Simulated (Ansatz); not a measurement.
in.yaml

```yaml
crystal:
  periodic: [false, false, false]
  atoms:
    - {symbol: O, position_ang: [0.000000, -0.068568, 0.004239]}
    - {symbol: H, position_ang: [0.000000, 0.573240, -0.833083]}
    - {symbol: H, position_ang: [0.000000, 0.515160, 0.765789]}
basis:
  gaussian: {orbitals: 6-31G}
magnetization: {spin_polarized: false}
correlation: {method: bccd, electrons: valence, diis_vectors: 12}
output: {forces: true}
```

```sh
$ ansatz run in.yaml --threads 1 --pin off --events-out ev --progress --plain --max-ram 2393MiB
```

**Question.** Roughly how long does this take on 1 thread of Intel Xeon Platinum 8488C, shared host, and how much host memory?

**Answer.** 0.18 s wall and 0.08 GiB.

```
139 factors; integrals over basis functions are off by at most 3.0e-4 eV
mean field evaluation 1: about -2065.7562 eV, gradient 2.9e1 eV
mean field evaluation 2: about -2065.7551 eV, gradient 2.9e1 eV
mean field evaluation 4: about -2067.3991 eV, gradient 1.3e0 eV
mean field evaluation 8: about -2067.4061 eV, gradient 2.9e-3 eV
mean field evaluation 16: about -2067.4024 eV, gradient 2.7e-1 eV
mean field -2067.40613799 eV, -75.9757742330 hartree, gradient 2.8e-6 eV, S^2 0.000000; 0 other end points of the search recorded, 0 dependent functions left out
1 core orbitals not correlated: weight in the atoms' cores, before any rotation towards them, 1.000 or more for the frozen orbitals, at most 0.000 for the correlated occupied ones
reference -2067.40613799 eV, -75.9757742330 hartree; 4, 4 occupied and 8, 8 virtual orbitals, 139 factors
second order -3.59803126 eV of doubles, -0.00000000 eV of singles
cycle   1  -3.65560736 eV  change   -5.8e-2 eV  update   3.8e-2
cycle   2  -3.76049988 eV  change   -1.0e-1 eV  update   1.3e-2
cycle   3  -3.78138478 eV  change   -2.1e-2 eV  update   4.4e-3
cycle   4  -3.78229887 eV  change   -9.1e-4 eV  update   1.1e-3
cycle   5  -3.78269193 eV  change   -3.9e-4 eV  update   4.0e-4
cycle   6  -3.78255859 eV  change    1.3e-4 eV  update   1.2e-4
cycle   7  -3.78247879 eV  change    8.0e-5 eV  update   3.1e-5
cycle   8  -3.78247581 eV  change    3.0e-6 eV  update   8.2e-6
the calculation of the forces begins
Total energy: -2071.18861380 eV, -76.1147776550 hartree
Atom 0 at     0.000000    -0.068568     0.004239 Å, force     0.000000     1.334711    -3.017653 eV/Å
Atom 1 at     0.000000     0.573240    -0.833083 Å, force    -0.000000    -1.812193     2.057958 eV/Å
Atom 2 at     0.000000     0.515160     0.765789 Å, force     0.000000     0.477482     0.959694 eV/Å
Dipole moment:     0.000000     0.520899    -0.000857 e Å
```

Forces (eV/Å):
```
O    0.000  1.335 -3.018
H    0.000 -1.812  2.058
H    0.000  0.477  0.960
```
